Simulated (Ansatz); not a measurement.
Born–Oppenheimer molecular dynamics of AlF2H (4 atoms, charge 0, multiplicity 1). It goes on from the last frame of an earlier run, with new velocities.

These are results of RKS PBE-D4/def2-SVP in Ansatz 0.2.0, not measurements.

```
ensemble                      : NVE (Milne-controlled integrator)
time step                     : 0.5 fs
steps asked                   : 150
starting velocities drawn for : 500 K
seed                          : 976730
```

First frame:

```xyz
4
Properties=species:S:1:pos:R:3
Al -0.005 -0.001 0.012
H -0.023 0.009 1.592
F 1.449 0.001 -0.866
F -1.440 0.000 -0.859
```

(1) How far do the bonds stretch over the last three quarters of this one trajectory? (Pairs bonded in most of those frames.)

Answers

(1) 
```tsv
bond	mean (Å)	spread (Å)	shortest	longest
Al1–H2	1.585	0.044	1.52	1.64
Al1–F3	1.670	0.015	1.64	1.69
Al1–F4	1.664	0.020	1.64	1.70
```

Mean temperature of the second half: 314 K. The conserved energy stayed within 0.0038 meV per atom of its start (net change 0.00025 meV per atom), so the integration is sound. A run of 0.075 ps of so small a system gives no equilibrium averages.

Time of the run: 3.5 min on 1 thread of Arm Neoverse N1, on a shared host, peak memory 0.091 GiB.
